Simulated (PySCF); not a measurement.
**J couplings in E-2,4-pentadienenitrile**

Bonds (- single, = double, # triple, : aromatic): C1=C2 1.341 Å, C2-C3 1.447 Å, C3=C4 1.350 Å, C4-C5 1.422 Å, C5#N6 1.161 Å. C1 carries H7, H8; C2 carries H9; C3 carries H10; C4 carries H11. Stereochemistry as in C=C/C=C/C#N. H7 is cis to C3; H8 is trans to C3.

Couplings: B3LYP/pcJ-1 (spin–dipole term only in couplings to heteroatoms) in PySCF 2.14.0 with density-fitted response routines, geometry PBE0-D3(BJ)/def2-SVP; gas phase, one conformer, non-relativistic. Couplings are averaged over pairs made equivalent by symmetry, fast rotation or ring inversion, so a value needn't be that of the named pair in this geometry, while other rotamers aren't included; one pair stands for each set, and the list holds a selection of those of at least 0.8 Hz over up to four bonds.

Isotopes: 13C, 1H, 15N.

```json
{"pair": "C1, C2", "bonds": "1", "J (Hz)": "76.2"}
{"pair": "C1, H7", "bonds": "1", "J (Hz)": "167.9"}
{"pair": "C1, H8", "bonds": "1", "J (Hz)": "?"}
{"pair": "C2, C3", "bonds": "1", "J (Hz)": "60.1"}
{"pair": "C2, H9", "bonds": "1", "J (Hz)": "163.4"}
{"pair": "C3, C4", "bonds": "1", "J (Hz)": "80.1"}
{"pair": "C3, H10", "bonds": "1", "J (Hz)": "165.5"}
{"pair": "C4, C5", "bonds": "1", "J (Hz)": "95.0"}
{"pair": "C4, H11", "bonds": "1", "J (Hz)": "177.7"}
{"pair": "C5, N6", "bonds": "1", "J (Hz)": "?"}
{"pair": "C2, C4", "bonds": "2", "J (Hz)": "?"}
{"pair": "C2, H10", "bonds": "2", "J (Hz)": "3.8"}
{"pair": "C4, N6", "bonds": "2", "J (Hz)": "4.6"}
{"pair": "C5, H11", "bonds": "2", "J (Hz)": "2.2"}
{"pair": "C2, C5", "bonds": "3", "J (Hz)": "10.1"}
{"pair": "C3, N6", "bonds": "3", "J (Hz)": "?"}
{"pair": "C3, H7", "bonds": "3", "J (Hz)": "10.2"}
{"pair": "C3, H8", "bonds": "3", "J (Hz)": "15.2"}
{"pair": "C4, H9", "bonds": "3", "J (Hz)": "?"}
{"pair": "N6, H11", "bonds": "3", "J (Hz)": "-1.8"}
{"pair": "H7, H9", "bonds": "3", "J (Hz)": "?"}
{"pair": "H10, H11", "bonds": "3", "J (Hz)": "17.4"}
{"pair": "C1, H11", "bonds": "4", "J (Hz)": "-1.8"}
{"pair": "C4, H7", "bonds": "4", "J (Hz)": "?"}
{"pair": "C5, H9", "bonds": "4", "J (Hz)": "-1.0"}
{"pair": "H9, H11", "bonds": "4", "J (Hz)": "?"}
```

Estimate the withheld couplings, with signs.

Results:


- 1J(C1,H8) = 172.7 Hz (bond length 1.092 Å, sp2 carbon)
- 1J(C5,N6) = -20.0 Hz (bond length 1.161 Å)
- 2J(C2,C4) = 2.4 Hz (angle at C3 124°)
- 3J(C3,N6) = -2.1 Hz
- 3J(C4,H9) = 6.0 Hz (dihedral angle 0°)
- 3J(H7,H9) = 18.3 Hz (dihedral angle 180°)
- 4J(C4,H7) = -1.9 Hz
- 4J(H9,H11) = -0.9 Hz
